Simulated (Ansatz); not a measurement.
For Cu2ZnSnS4 (I-4, No. 82), PBE (PAW; Ansatz, a program for electronic structure) gives:

- equilibrium lattice constant a: 5.468 Å
- c axis length: 10.936 Å

### Question
What does r²SCAN+rVV10 in Ansatz (PAW) give for the same quantities?

### Answer

- lattice constant a: 5.391 Å (decreases by 1.4 %)
- lattice parameter c: 10.779 Å (shrinks by 1.4 %)

Changes are worked out from the printed values.

Unless a cell is named, each level is at its own relaxed cell (PBE 20.43, r²SCAN+rVV10 19.58 Å³/atom).

Ansatz's density-functional and Hartree–Fock values are scalar-relativistic unless marked +SOC, with PAW data made under PBE.
